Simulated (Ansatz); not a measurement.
# C2H4N: the cost of one run

Computed with Ansatz 0.2.0 (the levels named in each step, unless a step's input says otherwise).

## Step 1: Starting point

Bond lengths: C1–N2 1.138 Å, C1–H4 1.058 Å, C3–H5 1.068 Å, C3–H6 1.068 Å, C3–H7 1.068 Å. Angles: N2–C1–H4 179.9°, H5–C3–H6 119.7°, H5–C3–H7 120.1°, H6–C3–H7 120.0°.

As a file:

```xyz
7

C    -0.0253   -0.6298    0.9148
N    -0.8433   -0.0713    1.4748
C     0.7565    0.6428   -2.1286
H     0.7357   -1.1477    0.3924
H    -0.3106    0.6775   -2.1357
H     1.2994    1.1933   -1.3920
H     1.2804    0.1132   -2.8942
```

## Step 2: A rough first relaxation, PBE-D4/def2-SVP

This run stands in another session on the same molecule. It ended at:

```xyz
7

C    -0.1734   -0.5304    0.9326
N    -0.5411   -0.8866    1.9822
C     0.8475    0.5815   -2.1186
H     0.1697   -0.1924   -0.0535
H    -0.1881    0.7993   -2.4156
H     1.4656    1.3733   -1.6723
H     1.3125   -0.3667   -2.4234
```

## Step 3: Relaxation, B2PLYP/def2-TZVPP

Contents of input.yaml:

```yaml
crystal:
  periodic: [false, false, false]
  atoms:
    - { symbol: C, position_ang: [-0.17339097, -0.53040255, 0.93256775] }
    - { symbol: "N", position_ang: [-0.54105511, -0.88661006, 1.98223259] }
    - { symbol: C, position_ang: [0.84749057, 0.58153437, -2.11864217] }
    - { symbol: H, position_ang: [0.16972402, -0.19243043, -0.05350669] }
    - { symbol: H, position_ang: [-0.18811132, 0.79934923, -2.41558116] }
    - { symbol: H, position_ang: [1.46561723, 1.37326133, -1.67234912] }
    - { symbol: H, position_ang: [1.31252559, -0.3666619, -2.42338121] }
magnetization:
  spin_polarized: true
  initial_magnetization: 1
basis:
  gaussian: { orbitals: def2-TZVPP }
hamiltonian:
  xc: { name: B2PLYP }
relax:
  f_tol: 0.002
  max_steps: 150
```

The run is started by

```sh
$ ansatz run input.yaml --threads 4 --pin off --max-ram 10240MiB --backend cpu --events-out ev --progress --plain --runs-dir out
```

Q: Estimate wall time and peak memory on 4 threads of Intel Xeon at 2.50GHz (Skylake/Cascade Lake), shared host.

About 1.7 min, with a peak of 0.86 GiB.
